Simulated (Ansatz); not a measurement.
Which is lower?

Two isomers of SiHOF, closed shell, relaxed at PBE0-D4/def2-TZVP (vibrations not checked).

A:

```xyz
4
angstrom
O -0.5726 0.7559 -0.1877
Si 0.2910 0.0425 1.0063
F 0.9240 -1.2323 0.2326
H -0.5869 0.3735 -1.0715
```

B:

O1  (-0.040, -0.344, 0.280)
Si2  (1.364, -0.160, 0.802)
F3  (-2.456, -0.660, -0.622)
H4  (-1.581, -0.546, -0.295)
(Å)

Computed with Ansatz 0.2.0 (basis: def2-TZVPP); correlated methods freeze the cores. B3LYP uses VWN-RPA correlation.

Q: Which structure is lower at CCSD(T), and by how much? (An estimate is asked for; the value comes from the calculation.)

A: The calculation gives: A, by 1.622 eV (electronic energy, against the other). By their contacts, A is SiHOF ([OH][Si][F]) and B is a complex of SiO + HF.

All methods give the same order:

```tsv
method	E(B) − E(A) (eV)
PBE-D4	1.646
r2SCAN-D4	1.794
PBE0-D4	1.791
B3LYP-D4	1.687
wB97M-V	1.767
HF	1.949
MP2	1.550
CCSD	1.705
CCSD(T)	1.622
```

T1 diagnostic: at most 0.020.

Labels in which every atom is bracketed show which atoms are joined, not bond orders.
